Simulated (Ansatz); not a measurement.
## Which method gave which barrier?

Saddle point of C₂H₇N, singlet (C₂H₇N (CCN) → C₂H₄ (C=C) + NH₃; bonds formed: N1–H8; bonds broken: N1–C2, C5–H8), PBE0-D4/def2-TZVP structure:

```tsv
atom	x (Å)	y (Å)	z (Å)
N1	-1.1907	0.0364	-0.0404
C2	0.2585	-0.5654	0.1264
H3	0.3261	-1.3689	-0.6113
H4	0.2776	-0.9996	1.1290
C5	1.0919	0.6318	-0.1011
H6	1.6611	0.9699	0.7624
H7	1.6993	0.6077	-1.0036
H8	-0.6315	1.0034	-0.2166
H9	-1.7165	-0.3184	-0.8400
H10	-1.7757	0.0031	0.7954
```

Program: Ansatz 0.2.0. Basis: def2-TZVPP, with def2-QZVPP for the basis limit. Cores are frozen in the correlated methods. Extrapolation: Hartree–Fock as exp(−7.88 √X), correlation as X^−2.97. Four methods, as single points on the PBE0-D4 structures, gave these electronic barriers from the start structure: 274.9, 290.0, 303.5, 354.4 kJ/mol.

Task: The methods were, in alphabetical order, BLYP-D4, CCSD(T), HF, r2SCAN-D4. Which gave which? (A judgement: the text doesn't fix the answer.)

Result: By the calculation: BLYP-D4 274.9; r2SCAN-D4 290.0; CCSD(T) 303.5; HF 354.4 kJ/mol. For comparison, CCSD(T) at an estimated basis limit (MP2 extrapolated from triple and quadruple zeta, plus CCSD(T) − MP2 in triple zeta) gives 302.3 kJ/mol.

No T1 diagnostic of these runs exceeds 0.014.

For scale, one of the runs: CCSD(T)/def2-TZVPP, 191 basis functions, launched by `ansatz run in.yaml --threads 2 --pin off --events-out ev --progress --plain --max-ram 4352MiB`. The run took 53 s on 2 CPU threads of an Arm Neoverse V1 (shared host), with 2.2 GiB of host memory at its peak.
